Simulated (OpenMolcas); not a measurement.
# A ladder of methods for BClO (boron chloride oxide)

BClO has 3 atoms, charge 0, and is taken as a singlet. SMILES: `O=BCl`. The coordinates come from a GFN2-xTB relaxation.

```xyz
3

O     1.0196    0.6062    0.6270
B     0.1131    0.0666    0.0695
Cl   -1.1326   -0.6728   -0.6965
```

Each level gives the energy change with the B2–Cl3 bond stretched from 1.639 to 2.458 Å (eV). The values are calculated.

```tsv
level	kind	program	value (eV)	less FCI/STO-3G
HF/STO-3G (restricted)	Hartree–Fock	OpenMolcas	3.65	+1.10
SVWN5/STO-3G (restricted)	LDA	OpenMolcas	3.11	+0.56
r2SCAN/STO-3G (restricted)	meta-GGA	OpenMolcas	2.98	+0.43
B3LYP/STO-3G (restricted)	global hybrid	OpenMolcas	2.87	+0.32
PBE0/STO-3G (restricted)	global hybrid	OpenMolcas	3.15	+0.60
B2PLYP/STO-3G (restricted)	double hybrid	OpenMolcas	2.95	+0.40
MP2/STO-3G (restricted)	perturbation theory	OpenMolcas	3.01	+0.46
FCI/STO-3G	exact in the basis	OpenMolcas	2.55	0.00
```

FCI/STO-3G is exact within its basis and frozen core, so for wave-function methods in that basis the difference is their error; functionals converge differently with the basis, so for them it is only a difference. A spin-restricted reference rises too steeply as a bond breaks; here HF/STO-3G, SVWN5/STO-3G, r2SCAN/STO-3G, PBE0/STO-3G, MP2/STO-3G lie well above the multireference or unrestricted value. The first shape isn't each level's own minimum. The values span 2.55 to 3.65 eV. All rows use very small basis sets, so none should be taken for the real molecule's value.
